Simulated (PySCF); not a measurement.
**1,1,1-trifluoroethane: calculation against experiment**

**What was measured.**

From NIST CCCBDB Release 22 (SRD 101), experimental dipoles, for the gas: dipole moment (microwave Stark effect) 2.32 D.

From NIST CCCBDB Release 22 (SRD 101), experimental polarizabilities, for the gas: mean polarisability 4.4 Å³.

The runs below try to reproduce these values; the comparison stands at the end.

Compound: 1,1,1-trifluoroethane, C2H3F3.
Atom-mapped SMILES: `[CH3:1][C:2]([F:3])([F:4])[F:5]` (hydrogens: H6, H7, H8 on C1)

Structure used (GFN2-xTB), in Å, numbered top down from 1:
```xyz
8
C2H3F3 angstrom
C      0.809   -0.038   -0.079
C     -0.690    0.035    0.062
F     -1.324   -0.238   -1.089
F     -1.161   -0.834    0.970
F     -1.109    1.251    0.446
H      1.267    0.186    0.881
H      1.131    0.688   -0.821
H      1.087   -1.040   -0.395
```

Runs made with PySCF (gas phase, on this GFN2-xTB geometry; no spin–orbit coupling):

```csv
level,job,basis functions,wall time
PBE0/def2-SVPD,"8 singlets by full TDDFT, 3 Tamm–Dancoff triplets, polarisability",133,11 s
```

Hardware: one thread, Arm Neoverse V2, shared host.

Results beside the measurements:

**Dipole moment.** Measured: 2.32 D (NIST CCCBDB Release 22 (SRD 101), experimental dipoles).

```tsv
level	computed (D)	computed − measured (D)	% (from the printed values)
PBE0/def2-SVPD	2.43	+0.11	+5
```

The computed dipoles belong to one fixed geometry; measured ones are averaged over vibrations unless marked μe. Magnitudes are compared, not signs.

**Mean polarisability.** Measured: 4.4 Å³ (NIST CCCBDB Release 22 (SRD 101), experimental polarizabilities).

| level | computed (Å³) | computed − measured (Å³) | % (from the printed values) |
| --- | --- | --- | --- |
| PBE0/def2-SVPD | 4.33 | -0.07 | -2 |

The computed values are static and purely electronic, with core orbitals frozen in the response (1 au = 0.148185 Å³). The table of measured values doesn't say here whether a value is static or optical, or holds a vibrational part.

No measured geometry was used, and the causes of the misses weren't examined.
